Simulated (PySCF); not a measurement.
Highest orbital energy against ionisation energy along group 13

Calculated with PySCF 2.14, no spin-orbit coupling. Each cell gives −ε(HOMO) / ΔSCF in eV; NIST values include spin-orbit coupling, (s) semi-empirical, (t) theoretical.

```json
{"species": "B (ANO-RCC-VTZP, spin-free X2C)", "UHF": "8.648 / 8.034", "LDA": "3.964 / 8.613", "PBE": "4.049 / 8.651", "PBE0": "5.307 / 8.636", "r2SCAN": "4.513 / 8.764", "NIST (lowest levels)": "8.298"}
{"species": "Al (ANO-RCC-VTZP, spin-free X2C)", "UHF": "5.915 / 5.590", "LDA": "2.910 / 6.006", "PBE": "3.025 / 6.060", "PBE0": "3.867 / 6.084", "r2SCAN": "3.303 / 6.165", "NIST (lowest levels)": "5.986"}
{"species": "Ga (ANO-RCC-VTZP, spin-free X2C)", "UHF": "5.806 / 5.521", "LDA": "2.857 / 6.068", "PBE": "2.877 / 5.983", "PBE0": "3.732 / 5.995", "r2SCAN": "3.147 / 6.122", "NIST (lowest levels)": "5.999"}
{"species": "In (ANO-RCC-VTZP, spin-free X2C)", "UHF": "5.462 / 5.218", "LDA": "2.861 / 5.759", "PBE": "2.822 / 5.620", "PBE0": "3.603 / 5.646", "r2SCAN": "3.068 / 5.738", "NIST (lowest levels)": "5.786"}
{"species": "Tl (ANO-RCC-VTZP, spin-free X2C)", "UHF": "5.218 / 4.995", "LDA": "2.755 / 5.588", "PBE": "2.674 / 5.422", "PBE0": "3.425 / 5.436", "r2SCAN": "2.910 / 5.505", "NIST (lowest levels)": "6.108"}
```

Question: How far is −ε(HOMO) from ΔSCF on average for each method, and why?

Answer: UHF 0.34 eV; LDA -3.34 eV; PBE -3.26 eV; PBE0 -2.37 eV; r2SCAN -3.07 eV. Hartree-Fock orbital energies lack relaxation and so exceed the ΔSCF value; semilocal functionals have convex E(N) from self-interaction, so their HOMO lies far too high; exact exchange moves hybrids part of the way back.
